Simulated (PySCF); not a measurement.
**Static response to an electric field**

C5H7Cl.
Structure used (GFN2-xTB), in Å, numbered top down from 1:
```
atom  x, y, z in Å
Cl1   -1.6147    1.0976    1.9139
C2    -1.0919    0.9031    0.2425
C3    -1.3559   -0.4148   -0.4483
C4     0.0186   -0.0162   -0.0616
C5     1.3630    0.0758   -0.6749
C6     1.1672   -0.6053    0.6596
H7    -1.2060    1.8291   -0.3045
H8    -1.8423   -1.1913    0.1238
H9    -1.6440   -0.3890   -1.4898
H10    1.5736   -0.5402   -1.5367
H11    1.8563    1.0364   -0.6932
H12    1.5221   -0.1035    1.5476
H13    1.2496   -1.6813    0.7038
```

Level: PBE0/def2-SVPD (PySCF), static field, nuclei fixed, core orbitals frozen in the response. The polarisability tensor in these axes (au):

```
x   75.70 -4.70 -5.72
y   -4.70 62.49  4.43
z   -5.72  4.43 71.19
```

Task: Give the principal values, the mean and the anisotropy Δα = √{½[(α1 − α2)² + (α2 − α3)² + (α1 − α3)²]}.

Result: Principal values 60.24, 67.42 and 81.71 au; mean 69.79 au = 10.34 Å³ = 11.51 × 10⁻⁴⁰ C²·m²/J; Δα = 18.93 au (27 % of the mean).

Task: What is the dipole moment, and where does it point?

Result: (0.93, -0.61, -1.83) D, 2.15 D in size, pointing from the negative to the positive side. Measured along this direction, the outermost atoms are Cl1 at the negative end and H10 at the positive end.

Task: Form Σ f/ω² (atomic units) for the 8 lowest TDDFT singlets, given as eV and f, and set it beside the mean polarisability, which is this sum over all singlets: 6.80, 0.0059; 7.24, 0.0071; 7.46, 0.0119; 7.84, 0.0275; 7.90, 0.0089; 8.08, 0.0044; 8.11, 0.0135; 8.19, 0.1244.

Result: They add up to 2.37 au, 3.4 % of the 69.79 au; the largest single term is 1.37 au, from the state at 8.19 eV. Terms in order: 0.09, 0.10, 0.16, 0.33, 0.11, 0.05, 0.15, 1.37 au. Higher excitations give the rest. The strengths listed sum to 0.204.

Task: Rayleigh depolarisation ratio (linearly polarised light, static tensor)?

Result: ρ = 3Δα²/(45ᾱ² + 4Δα²) = 1075.3/(219190 + 1433.8) = 0.00487.

Task: Refractivity n − 1 of an ideal gas of it at 298.15 K and 1 atm, from the electronic α?

Result: N = p/kT = 2.4615 × 10¹⁹ cm⁻³, so n − 1 = 2π × N × 10.34 × 10⁻²⁴ cm³ = 1600 × 10⁻⁶ at long wavelengths, for an ideal gas.

Task: Give the eigenvalues of the traceless quadrupole moment Θ = ½Σq(3rr − r²1), origin at the centre of nuclear charge.

Result: -4.14, 1.44, 2.70 D·Å. The values depend on the origin, since the dipole doesn't vanish. The electronic extent ⟨r²⟩ about the same centre is 743 bohr², a root-mean-square distance of 1.96 Å for the 54 electrons.

Task: Molar refractivity from α?

Result: Lorentz–Lorenz: R = (4π/3)N_A α = 2.5225 cm³/(mol·Å³) × 10.34 Å³ = 26.1 cm³/mol, in the limit of long wavelengths.

Geometry: GFN2-xTB; no solvent, vibrations or thermal averaging.
